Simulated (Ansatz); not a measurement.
bcc W, treated with BLYP (plane waves, PAW; Ansatz, a program for electronic structure).

Settings: plane-wave cutoff 520 eV, 24×24×24 k mesh, Fermi–Dirac smearing 0.05 eV, no spin polarisation, scalar-relativistic PAW data made under PBE.

Pressure at four volumes; x = ln(V/16.689 Å³). One pressure is withheld.

```tsv
V (Å³/atom)	x	P (GPa)
15.688	-0.0619	?
16.022	-0.0408	12.18
16.689	0.0000	-0.04
17.691	0.0583	-14.14
```

### Question
Pass a parabola P(x) through the three rows shown, estimate the bulk modulus and its pressure derivative near zero pressure, and predict the withheld pressure.

### Answer
Slopes between the rows: (-0.04 − (12.18))/(0.0000 − (-0.0408)) = -299.51 and (-14.14 − (-0.04))/(0.0583 − (0.0000)) = -241.85 GPa. Their difference over the span 0.0991 is c = 57.66/0.0991 = 581.8 GPa, so P(x) = 12.18 + (-299.51)(x − (-0.0408)) + 581.8 (x − (-0.0408))(x − (0.0000)). At the middle row B = −dP/dx = −[-299.51 + 581.8 × 0.0408] = 275.8 GPa, and B′ = dB/dP = 2c/B = 4.2. At x = -0.0619 the parabola gives 19.26 GPa; the run gives 19.35 GPa. The Birch–Murnaghan fit to the energies at all volumes has B0 = 274 GPa and B′ = 4.3.

Measured, for comparison: bulk modulus 312 GPa (zero-point energy and finite temperature contributions removed, sources range from 300 to 328; as tabulated in doi:10.1021/acs.jctc.3c00612). Computed less measured: bulk modulus -12 % (-9 % to -16 % over the range).

Spin–orbit coupling is not included.
